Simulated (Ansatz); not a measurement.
Ansatz (an electronic-structure program) input:
A basis named .json is the Basis Set Exchange file of that set.

Ansatz 0.2 input:
```yaml
crystal:
  periodic: [false, false, false]
  atoms:
    - {symbol: Si, position_ang: [0.31425610, 0.31069420, 0.31162611]}
    - {symbol: Cl, position_ang: [-0.87062198, -0.88173458, 1.49949506]}
    - {symbol: Cl, position_ang: [1.49211569, -0.87627774, -0.88862368]}
    - {symbol: Cl, position_ang: [-0.88029285, 1.50214651, -0.86750464]}
basis:
  gaussian:
    orbitals: cc-pV_T+d_Z.json
    fitting: {mean_field: def2-universal-jkfit, correlation: cc-pVTZ-RIFIT.json}
magnetization: {spin_polarized: true, initial_magnetization: 1}
correlation: {method: mp2, electrons: outside_noble_gas}
```

Question: Predict the final energy.

Answer: -1668.28792 Eh (RI-MP2/cc-pV(T+d)Z). The basis has 156 functions.

It need not be the lowest isomer of its formula.
